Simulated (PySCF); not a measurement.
chloromethane (CH3Cl), SMILES CCl. The structure is a stationary point at B3LYP-D3(BJ)/def2-TZVP.

TDDFT-PBE/def2-TZVPD (PySCF) puts the lowest singlet excitations at 6.52, 6.52, 7.10, 7.10, 8.01, 8.01 eV.

Question: What are the lowest excitation roots from ADC(2)/aug-cc-pVDZ (PySCF 2.14.0)? (An estimate is asked for; the answer gives what the named calculation found.)

Answer: 7.38, 7.38, 7.75, 7.75, 8.80, 8.82 eV. S1 differs by 0.86 eV (second minus first; roots are paired by order, and the bases may differ).
